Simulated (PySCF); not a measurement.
## P₂⁺: one state, many levels of theory

State: ²Πu (doublet), unpaired electrons π ↑. Set-up: PySCF, no relativity, basis sets P def2-TZVPPD. De refers to P⁺ + P in their high-spin ground configurations, without counterpoise correction. The functionals are run spin-unrestricted.

```tsv
Level	Re (Å)	ωe (cm⁻¹)	De (eV)	CPU s a point (SCF and correlation, without the integrals)
UHF	1.925	817	2.40	1.5
UHF-MP2	1.991	661	4.62	2.4
UHF-SCS-MP2	1.985	676	4.64	n/a
UHF-CCSD	1.972	716	4.37	n/a
UHF-CCSD(T)	1.989	680	4.66	41
PBE	1.996	675	5.43	1.3
revPBE	2.001	670	5.21	0.95
BLYP	2.005	654	5.34	0.86
r²SCAN	1.977	707	5.12	1.6
M06-L	1.972	716	5.26	1.6
PBE0	1.966	728	5.02	3.1
B97-3	1.970	721	5.25	1.6
MN15	1.942	752	5.08	2.4
CAM-B3LYP	1.951	749	4.91	3.9
```

The bond length runs from 1.925 Å (UHF) to 2.005 Å (BLYP). De spans 2.40 eV (UHF, mean field) to 5.43 eV (PBE, GGA). Correlation at CCSD(T) changes the Hartree–Fock bond energy by +2.26 eV; the triples alone change it by +0.29 eV.

Correlated steps freeze 10 core orbitals. The state was picked by a PBE0 search and need not be the measured ground state.

The whole job (state search and all levels along the bond) took about 6.3 min on 2 threads of Intel Xeon Platinum 8259CL @ 2.50GHz (shared host), peak memory 4.1 GiB.
